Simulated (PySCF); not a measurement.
**Two-photon absorption: mercaptoacetone, C₃H₆OS**

Cartesian coordinates in Å; atom numbers follow the order of the lines, from 1:
```xyz
11

C     1.458    0.046   -0.338
C     0.282   -0.356    0.504
O     0.371   -0.616    1.678
C    -1.065   -0.404   -0.185
S    -1.773    1.265   -0.224
H     1.668   -0.747   -1.063
H     1.227    0.951   -0.903
H     2.332    0.204    0.289
H    -1.728   -1.091    0.337
H    -0.973   -0.700   -1.232
H    -1.798    1.432    1.108
```

The calculation used TDDFT CAM-B3LYP/def2-TZVPD excited states, vertical, gas phase in PySCF. Geometry: PBE0-D3(BJ)/def2-TZVP.

Give the one- and two-photon strengths of the lowest singlets.

δ for parallel linear polarisation; σ at the peak of a Lorentzian of half width 0.1 eV, single beam; Ω is circular over linear.
| state | E (eV) | f | photon λ (nm) | δ (au) | σ (GM) | Ω | main |
| --- | --- | --- | --- | --- | --- | --- | --- |
| S1 | 4.34 | 0.004 | 572 | 0.69 | 0.01 | 0.92 | HOMO→LUMO 0.58, HOMO−1→LUMO 0.29 |
| S2 | 5.30 | 0.003 | 468 | 5.26 | 0.05 | 1.13 | HOMO−1→LUMO 0.37, HOMO→LUMO 0.22 |
| S3 | 5.91 | 0.023 | 419 | 16.4 | 0.21 | 1.00 | HOMO→LUMO+1 0.47, HOMO−1→LUMO 0.18 |
| S4 | 6.51 | 0.013 | 381 | 106 | 1.64 | 0.95 | HOMO→LUMO+2 0.75 |
| S5 | 6.80 | 0.032 | 365 | 35.6 | 0.60 | 1.46 | HOMO−1→LUMO+1 0.42, HOMO→LUMO+1 0.15 |
| S6 | 7.07 | 0.019 | 351 | 39.1 | 0.72 | 1.27 | HOMO→LUMO+3 0.48, HOMO→LUMO+4 0.25 |

Among these, the strongest one-photon state is S5, the strongest two-photon state S4, with a dipole change of 1.6 D (relaxed, norm of the difference vector).
